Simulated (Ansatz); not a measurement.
System: ethylene, C2H4, charge 0, multiplicity 1. SMILES: C=C
Structure (B3LYP-D3(BJ)/def2-TZVP (Ansatz, an electronic-structure program) minimum search):
```xyz
6

C     -0.0012    -0.0058     0.6623
C      0.0012     0.0058    -0.6623
H      0.0167     0.9104     1.2401
H     -0.0212    -0.9321     1.2238
H      0.0212     0.9321    -1.2238
H     -0.0167    -0.9104    -1.2401
```
Charge 0, spin multiplicity 1.

Wanted: atomisation energy (electronic, to ground-state atoms), in eV. Correlated levels leave the core frozen unless marked. Open shells are spin-unrestricted. No spin-orbit coupling. Non-relativistic. The coupled-cluster limit lacks core correlation, which all-electron functionals hold. CBS marks a two-point X^-3 extrapolation of the correlation energy; Hartree-Fock from the larger set.

```csv
level,program,atomisation energy (eV)
PBE/def2-TZVPD,Ansatz,24.76
r2SCANh-D4/def2-TZVPD,Ansatz + dftd4,24.27
B2PLYP-D3(BJ)/def2-TZVPD,Ansatz + dftd3,?
SCS-MP2/cc-pVDZ,Ansatz,22.83
"CCSD(T)/CBS(cc-pVTZ,cc-pVQZ)",Ansatz,?
```

### Question
What belongs in the gaps?

### Answer

- B2PLYP-D3(BJ)/def2-TZVPD, atomisation energy (eV): 24.22
- CCSD(T)/CBS(cc-pVTZ,cc-pVQZ), atomisation energy (eV): 24.38
